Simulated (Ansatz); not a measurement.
Process, species as SMILES: [O]Cl (O-Cl) → ClO+ (triplet, bonded as Cl[O]) + e-
B3LYP-D3(BJ)/def2-TZVP geometries, fixed; electronic energies without zero-point terms.

Basis-set convergence of the adiabatic ionisation energy at r2SCAN with Ansatz (an electronic-structure program). All functions are spherical. The program fits the integrals of some runs and decomposes those of others, by size. Open shells are unrestricted. No added dispersion term, no relativity. Functions are those of the species that has most. Reference: the value in aug-cc-pV(5+d)Z, 10.643 eV, itself unsure by roughly 0.003 eV (its mean distance from pcseg-4, aug-pcseg-3, aug-cc-pV(Q+d)Z). Deviations are taken from unrounded values.

| basis | functions |
|---|---|
| pcseg-0 | 22 |
| pcseg-1 | 32 |
| aug-pcseg-1 | 50 |
| pcseg-2 | 64 |
| aug-pcseg-2 | 96 |
| pcseg-3 | 124 |
| aug-pcseg-3 | 174 |
| pcseg-4 | 206 |

### Question
Which is the smallest pcseg set listed that can be trusted to 0.1 eV here, that is, within that of the reference together with its larger relatives (same family, alike in diffuse functions; a set with none to test it counts only in the reference's own line)?

### Answer
The smallest set listed that lies within 0.1 eV of the reference with all its larger relatives (same family, alike in diffuse functions; a set with none counts only in the reference's own line) is pcseg-2 (64 functions, 0.042 eV off). Value minus reference: pcseg-0 1.122, pcseg-1 0.216, aug-pcseg-1 0.214, pcseg-2 0.042, aug-pcseg-2 0.044, pcseg-3 -0.003, aug-pcseg-3 0.003, pcseg-4 -0.002 eV.
